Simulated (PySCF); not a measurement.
**Working out the ionisation energy of O**

O [He] 2s2 2p4 (3P) → O⁺ [He] 2s2 2p3 (4S). Calculation: PySCF 2.14, in aug-cc-pVDZ-DK (4s3p2d, 23 functions); scalar relativity by spin-free X2C-1e. Frozen: 1s2. Energies in hartree (1 hartree = 27.21139 eV):

| part | O (lower) | O⁺ (upper) |
| --- | --- | --- |
| UHF | -74.848596 | -74.405878 |
| CCSD correlation | -0.127299 | -0.088218 |
| (T) | -0.001813 | -0.000786 |

Question: What does Hartree-Fock give?

Answer: (-74.405878) − (-74.848596) = 0.442718 hartree = 12.047 eV.

Question: What do CCSD and CCSD(T) give?

Answer: The CCSD correlation energies differ by 0.039081 hartree = 1.063 eV and the triples by 0.001027 hartree = 0.028 eV, so CCSD gives 13.110 eV and CCSD(T) 13.138 eV.

Measured between the centres of the two terms (NIST): 13.608 eV, so CCSD(T) (valence) is off by -0.470 eV.

A double-zeta basis recovers only part of the correlation energy.

What remains against the reference includes basis incompleteness, the frozen core and higher excitations.
